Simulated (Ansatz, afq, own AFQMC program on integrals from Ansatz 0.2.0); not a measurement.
**Breaking Sb1–H2 in SbH3, singlet**

```csv
atom,x (Å),y (Å),z (Å)
Sb,0.4600,-0.3123,-0.4683
H,0.8456,0.0730,1.1582
H,-1.0431,-0.9868,0.0097
H,-0.2626,1.2262,-0.6996
```

Products: SbH₂ (doublet; SbH2) and H (doublet), each relaxed with PBE0/def2-SVP like the molecule; electronic energies without zero-point terms. Determinants: RHF, UHF and UHF in that order.

Basis def2-TZVP with its core potentials. Noble-gas cores (and the filled d shells of Ga–Kr and In–Xe) are frozen. AFQMC by an in-house program on the Cholesky factors that Ansatz 0.2.0 writes for its CCSD(T) run. The CISD trial takes its coefficients from CCSD amplitudes. Released means that phaseless walkers are propagated on without the constraint, phases kept. Error bars are statistical, one sigma. No spin–orbit coupling. The errors of all members are added in quadrature.

No full CI on the walks' own integrals is used here; CCSDT(Q) serves as the reference and is uncertain by about the last step of the cluster series. Each member takes its own surest rung, up to full CI.

Errors are counted within def2-TZVP, not against nature.

Cautions: inner d shell frozen; no spin-orbit coupling.

| level | bond energy (eV) |
| --- | --- |
| CCSD | 2.878 |
| MP2 | 2.768 |

Problem. From these cheaper values, estimate the bond energy at the reference level in def2-TZVP.

Solution. 2.900 eV (CCSDT(Q) in def2-TZVP).

| level | bond energy (eV) | error against CCSDT(Q) (eV) |
| --- | --- | --- |
| HF | 2.077 | -0.824 |
| CCSD(T) | 2.899 | -0.002 |
| CCSDT | 2.899 | -0.001 |
| ph-AFQMC/CISD | 2.907 ± 0.003 | 0.006 ± 0.003 |
| released AFQMC | 2.902 ± 0.002 | 0.002 ± 0.002 |

Correlation beyond CCSD(T) changes it by less than 2 meV. The perturbative (T) step is worth +0.021 eV.

A walk keeps the symmetry of its determinant, which the program's search chose and which needn't be the lowest solution, so a lower state of the same spin and another symmetry isn't excluded. Released energies are given only where the last usable release times agree within the noise; a slower fall can still hide under it.
